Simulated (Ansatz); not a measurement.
# How the elastic constant C44 of solid chlorine moves with the method

No measured value is used here.

Put these levels in order of the elastic constant C44 that they give for solid chlorine, smallest first: LDA (Ansatz, a program for electronic structure), PBEsol (Ansatz), r²SCAN (Ansatz).

r²SCAN (10.9 GPa), PBEsol (16.8 GPa), LDA (34.2 GPa)

Unless a cell is named, each level is at its own relaxed cell (LDA 22.39, PBEsol 26.96, r²SCAN 27.94 Å³/atom).

r²SCAN, PBEsol: the cell comes from a level without a dispersion term, which matters for the spacing of layers, chains or molecules. LDA: LDA has no dispersion term either, though it tends to give short spacings of layers, chains or molecules. Each level is taken at its own relaxed cell. Cutoffs differ between the levels. Ansatz's density-functional and Hartree–Fock values are scalar-relativistic unless marked +SOC, with PAW data made under PBE.
